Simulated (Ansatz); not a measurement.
Relaxed structures of CHS$_{2}$, doublet (PBE0-D4/def2-TZVP; forces vanish, vibrations not checked; lower isomers may exist, and structures with a doubtful reference or unclear bonds are left out; Å). Ansatz 0.2.0; basis: def2-TZVPP; cores frozen in the correlated methods; orbitals are unrestricted.

(1) Rank them by CCSD(T) energy, lowest first, and give each one's height above the lowest. Links in brackets join atoms within 1.22 times the sum of their covalent radii (1.1 for two metals). (Judge from chemistry; the value comes from the calculation.)
A.
CHS₂ ([S][C][SH])
```
4
angstrom
C -0.3385 0.1215 -0.0384
S 0.4654 0.8813 1.0754
S -1.7472 0.3211 -0.9114
H -1.6627 -0.8030 -1.6525
```
B.
CHS₂ ([C]1[S][SH]1)
```
4
angstrom
C -1.1158 0.0246 -0.5714
S -0.4972 0.8849 0.8855
S 0.7528 0.0193 -0.4445
H 1.0078 -1.1547 0.1909
```
C.
CHS₂ ([CH]1[S][S]1)
```
4
angstrom
C 0.4680 -0.0569 -0.1821
S -0.3678 0.9816 0.9138
S -1.1467 0.0171 -0.7865
H 1.0466 -0.9418 0.0548
```

T1 diagnostic: at most 0.025. ⟨S²⟩ of the unrestricted Hartree–Fock references: 0.77 to 0.79 (a pure state has 0.75).

## Answers

(1) Computed: A (0.000 eV), C (0.644 eV), B (2.601 eV). Heights count from the lowest.

For scale, one of the runs: CCSD(T)/def2-TZVPP, 129 basis functions, launched by `ansatz run in.yaml --threads 2 --pin off --events-out ev --progress --plain --max-ram 4352MiB`. Time: 31 s of wall clock on 2 CPU threads of an Arm Neoverse V1; the host was shared. Peak host memory: 1.2 GiB.
